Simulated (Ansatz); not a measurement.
System (SMILES): C#C (C2H2).
Atoms: C1, C2, H3, H4. Bonds: C1-C2, C1-H4, C2-H3.

How fast the optimised C1-H4 bond length converges with the basis for several methods (Ansatz, a first-principles code): deviation from each method's own reference, in Å. References: B3LYP 1.0614 Å, the value in def2-QZVPPD; HF 1.0540 Å, the value in def2-QZVPPD; MP2 1.0611 Å, the value in def2-QZVPPD; PBE 1.0701 Å, the value in def2-QZVPPD. Cartesian d functions, on some or all atoms, in 6-31+G*; all else is spherical. In correlated methods cores are frozen. No added dispersion term, no relativity. The reference of a correlated method is not its basis-set limit, which lies further on.

```
basis              functions   B3LYP       HF      MP2      PBE
-----------------  ---------  ------  -------  -------  -------
6-31G                     22  0.0033  -0.0009   0.0081   0.0026
3-21G                     22  0.0008  -0.0031   0.0032   0.0009
6-31+G*                   42  0.0062   0.0036   0.0066   0.0053
aug-cc-pVDZ               64  0.0094   0.0086   0.0142   0.0081
6-311++G(2d,2p)           74  0.0000  -0.0001  -0.0005  -0.0001
pcseg-2                   88  0.0005   0.0000  -0.0006   0.0003
def2-TZVPP                90  0.0006   0.0006   0.0008   0.0003
6-311++G(3df,3pd)        114  0.0003   0.0001   0.0006   0.0002
```

Mean absolute deviation over 6-311++G(2d,2p), pcseg-2, def2-TZVPP, 6-311++G(3df,3pd): PBE 0.0002, HF 0.0002, B3LYP 0.0004, MP2 0.0006 Å.
